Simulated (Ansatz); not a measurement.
**SiH3S (doublet): from Hartree-Fock to the top rungs at a displaced geometry (v2), cc-pVDZ**

Aim: climb from Hartree-Fock through coupled cluster for SiH3S (doublet) at one geometry and basis, and see what each rung misses.

Method: cc-pVDZ, correlated electrons: outside noble gas; program: Ansatz 0.2.0, Gaussian basis.

To be run: UHF; CCSD(T) on ROHF; CCSD(T) on UHF; BCCD(T) on ROHF; CISD; CCSDT(Q) on ROHF; CCSDT(Q) on UHF.

## 1. The system

The geometry is a PBE0/def2-TZVP stationary point (not a proven minimum) with its atoms shifted at random (size 0.100 Å).

5 atoms, charge 0, spin multiplicity 2.

Atoms are counted from 1 here; the program's logs count them from 0.

Bond lengths: Si1–S2 2.116 Å, Si1–H3 1.470 Å, Si1–H4 1.525 Å, Si1–H5 1.591 Å. Angles: S2–Si1–H3 103.4°, S2–Si1–H4 116.3°, S2–Si1–H5 103.7°, H3–Si1–H4 114.8°, H3–Si1–H5 109.5°, H4–Si1–H5 108.4°.

In the tables R marks a restricted open-shell determinant and U an unrestricted one; correlation energies count from the lowest restricted Hartree-Fock solution.

## 2. UHF

in.yaml

```yaml
crystal:
  periodic: [false, false, false]
  atoms:
    - {symbol: Si, position_ang: [0.086901, -0.001232, 1.047940]}
    - {symbol: S, position_ang: [-0.077974, 0.002819, -1.061161]}
    - {symbol: H, position_ang: [-0.001265, 1.423202, 1.398489]}
    - {symbol: H, position_ang: [1.293376, -0.729779, 1.631207]}
    - {symbol: H, position_ang: [-1.233003, -0.748765, 1.528323]}
basis:
  gaussian: {orbitals: cc-pVDZ}
magnetization: {spin_polarized: true, initial_magnetization: 1}
hamiltonian: {xc: hf}
output: {orbitals: {seedname: orbitals}}
```

Run with:

```
$ ansatz run in.yaml --threads 1 --pin off --events-out ev --progress --plain --max-ram 2393MiB
```

After this run come: CCSD(T) on ROHF; CCSD(T) on UHF; BCCD(T) on ROHF; CISD; CCSDT(Q) on ROHF; CCSDT(Q) on UHF.

Q: Predict the results of all the runs planned. Wanted: correlation energy, UCCSDT(Q); RMP2 from UCCSDT(Q); UMP2 from UCCSDT(Q); RCCSD from UCCSDT(Q); RCCSD(T) from UCCSDT(Q); UCCSD(T) from UCCSDT(Q); RCCSDT(Q) from UCCSDT(Q); T1 diagnostic.

As calculated:

```
                                      quantity                                                   value
                 correlation energy, UCCSDT(Q)                                              -7.0964 eV
                           RMP2 from UCCSDT(Q)                                           +124.8 kJ/mol
                           UMP2 from UCCSDT(Q)                                           +126.2 kJ/mol
                          RCCSD from UCCSDT(Q)                                            +18.9 kJ/mol
                       RCCSD(T) from UCCSDT(Q)                                             +3.7 kJ/mol
                       UCCSD(T) from UCCSDT(Q)                                             +3.7 kJ/mol
                      RCCSDT(Q) from UCCSDT(Q)                                             +0.1 kJ/mol
levels of the table within 1 kcal/mol (43 meV)  RCCSD(T), UCCSD(T), BCCD(T), RCCSDT, UCCSDT, RCCSDT(Q)
                                 T1 diagnostic                                                   0.018
```

RCCSD(T) misses by +3.7 kJ/mol, 0.5 % of the correlation energy. These misses are within one basis, not against nature; the frozen cores of restricted and unrestricted runs differ, which can shift their rows.
